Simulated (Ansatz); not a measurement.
Two structures of BH5SO, closed shell, reached by relaxing down either side of one saddle point (PBE0-D4/def2-TZVP). Energies are electronic, without zero-point energy. Ansatz 0.2.0; basis: def2-TZVPP and def2-QZVPP; cores frozen in the correlated methods. Extrapolation: Hartree–Fock as exp(−7.88 √X), correlation as X^−2.97. First:

```csv
atom,x (Å),y (Å),z (Å)
B1,-0.0907,-0.4055,-0.5292
S2,1.5904,0.4107,-0.4859
H3,0.0071,-1.5937,-0.3726
H4,-0.8520,-0.0120,-1.3620
H5,-0.0548,0.5515,1.3675
O6,-0.8095,0.1115,0.9394
H7,1.2585,1.5914,-1.0327
H8,-1.0487,-0.6541,1.4755
```

Second:

```
8
angstrom
B -0.8242 -0.6095 -0.3086
S 1.8280 0.7936 0.2159
H -0.2264 -1.5962 -0.6420
H -1.0459 0.2886 -1.0695
H 1.0160 1.8220 0.5033
O -1.3926 -0.5203 0.9175
H 1.8518 1.1029 -1.0893
H -1.2067 -1.2811 1.4727
```

Q: Which bonds change from the first to the second?

A: BH₃S ([BH2][SH]) + H₂O → BH₃O ([BH2][OH]) + H₂S; bonds formed: S2–H5; dative contacts that become bonds: B1–O6; bonds broken: B1–S2, H5–O6.

Q: Give the saddle point's structure and its height above each. (To be estimated.)

A: Computed: 16.68 kcal/mol above the first and 22.82 kcal/mol above the second (CCSD(T) at an estimated basis limit (MP2 extrapolated from triple and quadruple zeta, plus CCSD(T) − MP2 in triple zeta)).
B1  (-0.298, -0.483, -0.437)
S2  (1.502, 0.476, -0.219)
H3  (-0.050, -1.656, -0.369)
H4  (-0.840, -0.066, -1.420)
H5  (0.404, 0.575, 0.859)
O6  (-0.858, 0.099, 0.856)
H7  (1.149, 1.643, -0.783)
H8  (-1.008, -0.587, 1.513)
(Å)

T1 diagnostic: at most 0.013.

Labels in which every atom is bracketed show which atoms are joined, not bond orders.

For scale, one of the runs: CCSD(T)/def2-TZVPP, 174 basis functions, launched by `ansatz run in.yaml --threads 2 --pin off --events-out ev --progress --plain --max-ram 4352MiB`. The run took 30 s on 2 CPU threads of an Intel Xeon Platinum 8488C (shared host), with 1.6 GiB of host memory at its peak.
